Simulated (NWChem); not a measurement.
All runs are NWChem calculations. System: H2Si, charge -1, spin multiplicity 2, at the geometry of a parent with another charge or spin, in a state set for the comparison that need not be this species' ground state. Its SCF solution wasn't tested for a lower state. Level: UMP2/def2-TZVPD, 5 core orbitals frozen.

Input file:

```
start mol
memory heap 200 mb stack 900 mb global 1100 mb
charge -1
geometry units angstroms nocenter noautoz
  Si     0.000000     0.000000     0.134141
  H      1.096144     0.000000    -0.938989
  H     -1.096144     0.000000    -0.938989
  symmetry group C2v
end
basis spherical
  * library def2-tzvpd
end
scf
  uhf
  nopen 1
  maxiter 100
  thresh 1e-7
  semidirect memsize 60000000 filesize 0
  # guess.movecs holds the orbitals of an unrestricted PBE0 run
  vectors input guess.movecs output mol.movecs
end
mp2
  freeze core 5
end
task mp2 energy
```

NWChem printed:

```
             Northwest Computational Chemistry Package (NWChem) 7.3.0
             --------------------------------------------------------

                                NWChem Input Module
                                -------------------

 Scaling coordinates for geometry "geometry" by  1.889725989
 (inverse scale =  0.529177249)

 Turning off AUTOSYM since
 SYMMETRY directive was detected!

                             Geometry "geometry" -> ""
                             -------------------------

 Output coordinates in angstroms (scale by  1.889725989 to convert to a.u.)

  No.       Tag          Charge          X              Y              Z
 ---- ---------------- ---------- -------------- -------------- --------------
    1 Si                  14.0000     0.00000000     0.00000000     0.13414100
    2 H                    1.0000     1.09614400     0.00000000    -0.93898900
    3 H                    1.0000    -1.09614400     0.00000000    -0.93898900

 Effective nuclear repulsion energy (a.u.)       9.9004519279

            Nuclear Dipole moment (a.u.)
            ----------------------------
        X                 Y               Z
 ---------------- ---------------- ----------------
     0.0000000000     0.0000000000    -0.0000075589

      Symmetry information
      --------------------

 Group name             C2v
 Group number             16
 Group order               4
 No. of unique centers     2

      Symmetry unique atoms

     1    2


 Summary of "ao basis" -> "" (spherical)
 ------------------------------------------------------------------------------
       Tag                 Description            Shells   Functions and Types
 ---------------- ------------------------------  ------  ---------------------
 *                         def2-tzvpd                 on all atoms

 Summary of "ao basis" -> "ao basis" (spherical)
 ------------------------------------------------------------------------------
       Tag                 Description            Shells   Functions and Types
 ---------------- ------------------------------  ------  ---------------------
 Si                        def2-tzvpd               15       43   6s5p3d1f
 H                         def2-tzvpd                5        9   3s2p

                                 NWChem SCF Module
                                 -----------------

  ao basis        = "ao basis"
  functions       =    61
  atoms           =     3
  alpha electrons =     9
  beta  electrons =     8
  charge          =  -1.00
  wavefunction    = UHF
  use symmetry    = T
  symmetry adapt  = T

 Summary of "ao basis" -> "ao basis" (spherical)
 ------------------------------------------------------------------------------
       Tag                 Description            Shells   Functions and Types
 ---------------- ------------------------------  ------  ---------------------
 Si                        def2-tzvpd               15       43   6s5p3d1f
 H                         def2-tzvpd                5        9   3s2p

      Symmetry analysis of basis
      --------------------------

        a1         26
        a2          6
        b1         17
        b2         12

 Forming initial guess at       0.0s

   Symmetry analysis of molecular orbitals - initial alpha
   -------------------------------------------------------

  Numbering of irreducible representations:

     1 a1          2 a2          3 b1          4 b2

  Orbital symmetries:

     1 a1          2 a1          3 b2          4 b1          5 a1
[...]
    Atom       Charge   Shell Charges
 -----------   ------   -------------------------------------------------------
    1 Si  14     7.99   1.00  0.29  0.69  0.46  0.31  0.05  2.07  0.86  0.28  0.84  1.04  0.03  0.06  0.02  0.00
    2 H    1     0.50   0.11  0.27  0.10  0.01  0.01
    3 H    1     0.50   0.11  0.27  0.10  0.01  0.01

   Mulliken analysis of the beta density
   -------------------------------------

    Atom       Charge   Shell Charges
 -----------   ------   -------------------------------------------------------
    1 Si  14     6.83   1.00  0.29  0.69  0.45  0.21  0.07  2.05  0.87  0.20  0.48  0.43  0.03  0.04  0.00  0.01
    2 H    1     0.58   0.12  0.29  0.13  0.00  0.04
    3 H    1     0.58   0.12  0.29  0.13  0.00  0.04

   Mulliken analysis of the spin density
   -------------------------------------

    Atom       Charge   Shell Charges
 -----------   ------   -------------------------------------------------------
    1 Si  14     1.16   0.00  0.00 -0.00  0.01  0.09 -0.02  0.02 -0.01  0.08  0.36  0.61  0.00  0.02  0.01 -0.00
    2 H    1    -0.08  -0.01 -0.02 -0.02  0.00 -0.03
    3 H    1    -0.08  -0.01 -0.02 -0.02  0.00 -0.03

       Multipole analysis of the density wrt the origin
       ------------------------------------------------

     L   x y z        total         alpha         beta         nuclear
     -   - - -        -----         -----         ----         -------
     0   0 0 0     -1.000000     -9.000000     -8.000000     16.000000

     1   1 0 0     -0.000000     -0.000000     -0.000000      0.000000
     1   0 1 0     -0.000000     -0.000000      0.000000      0.000000
     1   0 0 1     -0.199993     -0.103372     -0.096613     -0.000008

     2   2 0 0    -16.579233    -13.489584    -11.671143      8.581494
     2   1 1 0     -0.000000     -0.000000     -0.000000      0.000000
     2   1 0 1      0.000000      0.000000      0.000000      0.000000
     2   0 2 0    -17.155202    -12.351772     -4.803430      0.000000
     2   0 1 1      0.000000      0.000000      0.000000      0.000000
     2   0 0 2    -18.833600    -13.673132    -12.357284      7.196816

                   NWChem MP2 Semi-direct Energy/Gradient Module
                   ---------------------------------------------

  Basis functions       =     61
  Molecular orbitals    =     61
  Frozen core           =      5
  Frozen virtuals       =      0
  Active alpha occupied =      4
  Active beta occupied  =      3
  Active alpha virtual  =     52
  Active beta virtual   =     53
  Use MO symmetry       = T
  Use skeleton AO sym   = T

  AO/Fock/Back tols     =   1.0D-09  1.0D-09  1.0D-09

 GA uses MA = F    GA memory limited = T

 Available:
  local mem=  1.26D+08
 global mem=  1.44D+08
 local disk=  0.00D+00
  mp2_memr nvloc                    52
  nvloc new                    52
   1 passes of   4:        4194304                      17986                   1343751.
   1 passes of   4: M    126152673           G      144171758           F     121958369.

 Semi-direct pass number   1 of   1  for UHF alpha       at        0.6s
  vrange nnbf                  1891
  mp2_eaftype                    10  avail_ma_in_mb                  1099
 EAF : mp2_eaftype filesize          10     671876.
  mp2_eaf for mointskh                     10
Node 0 wrote      3.1 Mb in      0.0 s     Agg I/O rate:  2630.4 Mb/s
 Done moints_semi at        1.1s
  mp2_eaftype                    10  avail_ma_in_mb                  1089
 EAF : mp2_eaftype filesize          10     671876.
  mp2_eaf for kh                    10
 Done maket at        1.1s
 Done multipass loop at        1.1s

 GA uses MA = F    GA memory limited = T

 Available:
  local mem=  1.26D+08
 global mem=  1.44D+08
 local disk=  0.00D+00
  mp2_memr nvloc                    53
  nvloc new                    53
   1 passes of   3:        4194304                      15537                   1028711.
   1 passes of   3: M    126152673           G      144171758           F     121958369.

 Semi-direct pass number   1 of   1  for UHF beta        at        1.1s
  vrange nnbf                  1891
  mp2_eaftype                    10  avail_ma_in_mb                  1099
 EAF : mp2_eaftype filesize          10     514355.
  mp2_eaf for mointskh                     10
Node 0 wrote      2.4 Mb in      0.0 s     Agg I/O rate:  1507.9 Mb/s
 Done moints_semi at        1.6s
  mp2_eaftype                    10  avail_ma_in_mb                  1089
 EAF : mp2_eaftype filesize          10     514355.
  mp2_eaf for kh                    10
 Done maket at        1.6s
 Done multipass loop at        1.6s

          -------------------------------------------
          SCF energy                -290.044292364433
          Correlation energy          -0.117135125968
          Singlet pairs                0.000000000000
          Triplet pairs                0.000000000000
          Total MP2 energy          -290.161427490401
          -------------------------------------------

          ---------------------------------------------------
                    Spin Component Scaled (SCS) MP2
          Same spin pairs                     -0.019136725125
          Same spin scaling factor             0.333333333333
          Opposite spin pairs                 -0.097998400844
          Opposite spin scaling fact.          1.200000000000
          SCS-MP2 correlation energy          -0.123976989387
          Total SCS-MP2 energy              -290.168269353820
          ---------------------------------------------------

 -----------------------
 Performance information
 -----------------------

 Timer overhead =  1.60D-07 seconds/call

               Nr. of calls         CPU time (s)                 Wall time (s)                GFlops
             ---------------    -------------------     ------------------------------   -------------------
Name         Min   Avg   Max    Min     Avg     Max     Min     Avg     Max   Mx/calls   Min     Max     Sum
mp2: moin     2     2     2   0.92    0.92    0.92     0.92    0.92    0.92    0.46      0.0     0.0     0.0
mp2: make     2     2     2   2.19E-2 2.19E-2 2.19E-2  2.19E-2 2.19E-2 2.19E-2 1.10E-2   0.0     0.0     0.0
mp2: tota     1     1     1   0.99    0.99    0.99     0.99    0.99    0.99    0.99      0.0     0.0     0.0

 The average no. of pstat calls per process was 5.00D+00
 with a timing overhead of 7.98D-07s

 Task  times  cpu:        1.6s     wall:        1.6s

 Total times  cpu:        1.6s     wall:        1.6s
```
